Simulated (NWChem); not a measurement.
Correlation energy of hydrogen fluoride (HF)

```xyz
2

F      0.0000     0.0000     0.0925
H      0.0000     0.0000    -0.8323
```
Charge 0, spin multiplicity 1.

All runs are NWChem calculations. Structure: optimised with B3LYP/def2-SVP, a minimum by its harmonic frequencies.

Basis set: 6-31G*. Each correlation energy counts from its own Hartree-Fock reference.

The correlated methods keep 1 core orbital frozen. The Pople sets run with spherical d functions. No row is a measurement; the coupled-cluster row has its own basis-set and correlation limits.

Q: For the correlation energy, CCSD gives -183.1 mHa and SCS-MP2 gives -172.5 mHa. What do CR-CCSD(T), MP2, CCSD(T) give?

A: CR-CCSD(T): -184.6 mHa; MP2: -178.7 mHa; CCSD(T): -184.8 mHa.
